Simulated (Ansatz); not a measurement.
System: bcc Mo. Method: PBEsol (plane waves, PAW; Ansatz, an electronic-structure program).

A relaxed, unreconstructed slab of the (110) face has 6 atoms, two equal faces of 6.927 Å² each and an energy of -29382.1159 eV. A bulk cell of 2 atoms with the same orientation and in-plane k mesh has -9794.9400 eV. Energies are extrapolated to zero smearing.

Run with plane-wave cutoff 500 eV, 22×22×1 k mesh (along the axes of the cell as run), Fermi–Dirac smearing 0.1 eV, scalar-relativistic PAW data made under PBE.

Worked out: γ = (E_slab − N E_bulk per atom)/2A = [-29382.1159 − 6 × (-9794.9400/2)]/(2 × 6.927) = 0.1952 eV/Å². With 16.022 J/m² per eV/Å² this is 3.13 J/m², or 1.35 eV per surface cell and face.
